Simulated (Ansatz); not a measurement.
# What a change of settings does to a run on Eu

The cell was built from the bcc type and relaxed in the same program, and has space group Im-3m; it needn't be a known or the stable phase.

First run: DFT, PBE, PAW with Ansatz's default frozen-core files, scalar-relativistic (Ansatz 0.2.0).

Command: `ansatz run input.yaml --threads 1 --pin off --max-ram 3072MiB --backend cpu --events-out ev --progress --plain --runs-dir out` The run took 23 s on 1 thread of Arm Neoverse V1, with other jobs on the host.

```yaml
crystal:
  lattice:
    - [-2.1920587954, 2.1920587954, 2.1920587954]
    - [2.1920587954, -2.1920587954, 2.1920587954]
    - [2.1920587954, 2.1920587954, -2.1920587954]
  atoms:
    - { symbol: Eu, position: [0.0, 0.0, 0.0], spin: 7.0 }
magnetization:
  spin_polarized: true
kpoints:
  mp_grid: { grid: [14, 14, 14] }
  band_path:
    path:
      - [0.0, 0.0, 0.0]
      - [0.5, -0.5, 0.5]
      - [0.0, 0.0, 0.5]
      - [0.0, 0.0, 0.0]
      - [0.25, 0.25, 0.25]
      - [0.5, -0.5, 0.5]
      - [0.25, 0.25, 0.25]
      - [0.0, 0.0, 0.5]
    npoints: 14
scf:
  occupations: { method: fermi_dirac, width: 0.05 }
hamiltonian:
  xc: pbe
  pseudopotentials: { kind: paw }
output:
  forces: true
  stress: true
  eigenvalues: true
  efg: { contact_densities: true }
  populations: true
  bader: true
  dos: { projected: true, de: 0.2, e_range: [-14, 8] }
  write_density: true
  write_potential: true
  elf: true
  volumetric_format: npy
```

Result: converged; pressure 0.01 GPa; moment 7.27 μB; 11 SCF iterations.

Where the f shell is localised, expect the real compound to differ from this run without U.

No spin–orbit coupling, which matters for the heavy atoms here.

A second input differs as follows:

```diff
@@ -23,4 +23,6 @@
 scf:
   occupations: { method: fermi_dirac, width: 0.05 }
+  mixing: { algorithm: broyden, beta: 1.0, ndim: 1, preconditioner: none }
+  max_iter: 75
 hamiltonian:
   xc: pbe
@@ -32,9 +34,3 @@
   efg: { contact_densities: true }
   populations: true
-  bader: true
-  dos: { projected: true, de: 0.2, e_range: [-14, 8] }
-  write_density: true
-  write_potential: true
-  elf: true
-  volumetric_format: npy
```

Task: Does the change harm the result?

Result: Not here: the run converged; energy at zero smearing 0.0 meV/atom from the first run; pressure 0.01 GPa; moment 7.27 μB; 13 SCF iterations, so the odd setting did no harm in this case.
